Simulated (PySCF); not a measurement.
## J couplings in C3H9N

Cartesian coordinates in Å; atom numbers follow the order of the lines, from 1:
```xyz
13

C     0.257    1.271    0.564
N    -0.127   -0.113    0.493
C     0.976   -0.976    0.163
C    -1.267   -0.326   -0.357
H     0.607    1.684   -0.412
H     1.073    1.403    1.291
H    -0.593    1.885    0.899
H     1.392   -0.792   -0.855
H     0.660   -2.030    0.208
H     1.794   -0.840    0.887
H    -1.077   -0.070   -1.426
H    -1.579   -1.382   -0.318
H    -2.116    0.287   -0.015
```

Indirect spin–spin couplings were computed at B3LYP/pcJ-1 (spin–dipole term only in couplings to heteroatoms) (PySCF 2.14.0 with density-fitted response routines) on a PBE0-D3(BJ)/def2-SVP structure, for the isolated molecule, without vibrational or relativistic corrections. Couplings are averaged over pairs made equivalent by symmetry, fast rotation or ring inversion, so a value needn't be that of the named pair in this geometry, while other rotamers aren't included; one pair stands for each set, and the list holds those of at least 0.8 Hz over up to four bonds.

Isotopes: $^{13}$C, $^{1}$H, $^{15}$N.

```tsv
pair	bonds	J (Hz)
C1, N2	1	-5.7
C1, H5	1	137.6
N2, H5	2	?
H5, H6	2	-12.4
C1, H8	3	?
```

Problem. Estimate the withheld couplings, with signs.

Solution. 
- $^{2}J$(N2,H5) = -1.4 Hz (mean over equivalent pairs that range from -2.2 to 0.1 Hz in this conformer)
- $^{3}J$(C1,H8) = 5.8 Hz (mean over equivalent pairs that range from 2.0 to 12.6 Hz in this conformer)
